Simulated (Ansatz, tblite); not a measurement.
# BH2(vinyl) (C₂H₅B): rung by rung

Aim: run the singlet of BH2(vinyl) (C₂H₅B) at one geometry on many levels, and compare frontier levels, spin and run time.

Method: as each input shows; program: Ansatz 0.2.0, Gaussian basis.

Levels to be run: GFN1-xTB, GFN2-xTB, PBE-D4/def2-TZVP, r2SCAN-D4/def2-TZVP, HF/def2-TZVP, ωB97M-V/def2-TZVP, r2SCAN0-D4/def2-TZVP, PBE-QIDH/def2-TZVP, revPBE-D4/def2-TZVP, CAM-B3LYP-D4/def2-TZVP, HSE06-D4/def2-TZVP, PBE-D4/def2-SVP, PBE0-D4/def2-SVP, HF/6-31G, B3LYP-D4/6-31G, PBE0-D4/def2-TZVPD, PBE-D4/def2-TZVPD, r2SCAN-D4/def2-TZVPD, CCSD(T)/def2-TZVPP, MP2/def2-TZVP, RPA/def2-TZVP, CCSD(T)/def2-TZVPD.

## Step 1: The geometry

The geometry is that of the singlet, from an earlier relaxation (r2SCAN-D4/def2-TZVP).

8 atoms, charge 0, spin multiplicity 1.

Bond lengths: B1–H2 1.196 Å, B1–H3 1.198 Å, B1–C4 1.535 Å, C4–C5 1.343 Å, C4–H6 1.090 Å, C5–H7 1.087 Å, C5–H8 1.088 Å. Angles: H2–B1–H3 119.4°, H2–B1–C4 121.8°, H3–B1–C4 118.8°, B1–C4–C5 120.8°, B1–C4–H6 121.7°, C5–C4–H6 117.5°, C4–C5–H7 120.5°, C4–C5–H8 123.1°, H7–C5–H8 116.5°.

PBE0-D4/def2-TZVP was run before; its log isn't repeated, and its numbers join the tables.

## Step 2: GFN1-xTB

Tight binding, by tblite at 300 K electronic temperature and without a spin-polarisation term:

```python
tblite.interface.Calculator('GFN1-xTB', numbers, positions, charge=0, uhf=0).singlepoint()
```

Energy -224.4938 eV, HOMO -12.28 eV, LUMO -8.56 eV; 0.018 s.

## Step 3: GFN2-xTB

Tight binding, by tblite at 300 K electronic temperature and without a spin-polarisation term:

```python
tblite.interface.Calculator('GFN2-xTB', numbers, positions, charge=0, uhf=0).singlepoint()
```

Energy -217.8302 eV, HOMO -11.18 eV, LUMO -7.68 eV; 0.003 s.

## Step 4: PBE-D4/def2-TZVP

start.molden holds the orbitals of an earlier run on this state, given as this run's starting guess.

The input, in.yaml:

```yaml
crystal:
  periodic: [false, false, false]
  atoms:
    - {symbol: B, position_ang: [0.672002, 1.022480, -0.403577]}
    - {symbol: H, position_ang: [1.360536, 1.401650, -1.304602]}
    - {symbol: H, position_ang: [0.450162, 1.756442, 0.516333]}
    - {symbol: C, position_ang: [0.060615, -0.385896, -0.389996]}
    - {symbol: C, position_ang: [-0.707476, -0.792956, 0.633576]}
    - {symbol: H, position_ang: [0.230598, -1.091578, -1.202585]}
    - {symbol: H, position_ang: [-0.908573, -0.128433, 1.469935]}
    - {symbol: H, position_ang: [-1.157844, -1.781709, 0.680927]}
basis:
  gaussian: {orbitals: def2-TZVP, initial_orbitals: start.molden}
hamiltonian: {xc: pbe, dispersion: d4}
scf: {omitted_lower_state_checks: [starts]}
output: {orbitals: {seedname: orbitals}}
```

The run is started by

```console
$ ansatz run in.yaml --threads 4 --pin off --events-out ev --progress --plain --max-ram 3916MiB
```

The runs that follow: r2SCAN-D4/def2-TZVP; HF/def2-TZVP; ωB97M-V/def2-TZVP; r2SCAN0-D4/def2-TZVP; PBE-QIDH/def2-TZVP; revPBE-D4/def2-TZVP; CAM-B3LYP-D4/def2-TZVP; HSE06-D4/def2-TZVP; PBE-D4/def2-SVP; PBE0-D4/def2-SVP; HF/6-31G; B3LYP-D4/6-31G; PBE0-D4/def2-TZVPD; PBE-D4/def2-TZVPD; r2SCAN-D4/def2-TZVPD; CCSD(T)/def2-TZVPP; MP2/def2-TZVP; RPA/def2-TZVP; CCSD(T)/def2-TZVPD.

Before running them: what should the planned runs give, taken together? Wanted: gap in def2-TZVP, named functionals and Hartree-Fock, smallest and largest; correlation energy, CCSD(T)/def2-TZVPP; correlation energy, MP2/def2-TZVP; correlation energy, CCSD(T)/def2-TZVPD; binding an atom, CCSD(T)/def2-TZVPP; PBE0 total energy, smallest basis above largest.

**Answer**, as computed:

| quantity | value |
| --- | --- |
| gap in def2-TZVP, named functionals and Hartree-Fock, smallest and largest | 4.36 eV (PBE-D4), 12.17 eV (HF) |
| correlation energy, CCSD(T)/def2-TZVPP | -13.05 eV |
| correlation energy, MP2/def2-TZVP | -11.23 eV |
| correlation energy, CCSD(T)/def2-TZVPD | -12.81 eV |
| binding an atom, CCSD(T)/def2-TZVPP | 3.914 eV |
| PBE0 total energy, smallest basis above largest | 3.08 eV (def2-SVP, def2-TZVPD) |

**Reading.** Orbital gaps of the named functionals and Hartree-Fock in def2-TZVP span 4.36 eV (PBE-D4) to 12.17 eV (HF); exact exchange widens it. A small miss in a minimal or small basis is a cancelling of errors, not accuracy. The functionals in def2-TZVP miss CCSD(T)/def2-TZVPP by +0.065 (r2SCAN0-D4) to +0.160 eV (PBE-D4) an atom. CCSD(T)/def2-TZVPP isn't at the basis-set limit; small misses against it rank nothing.
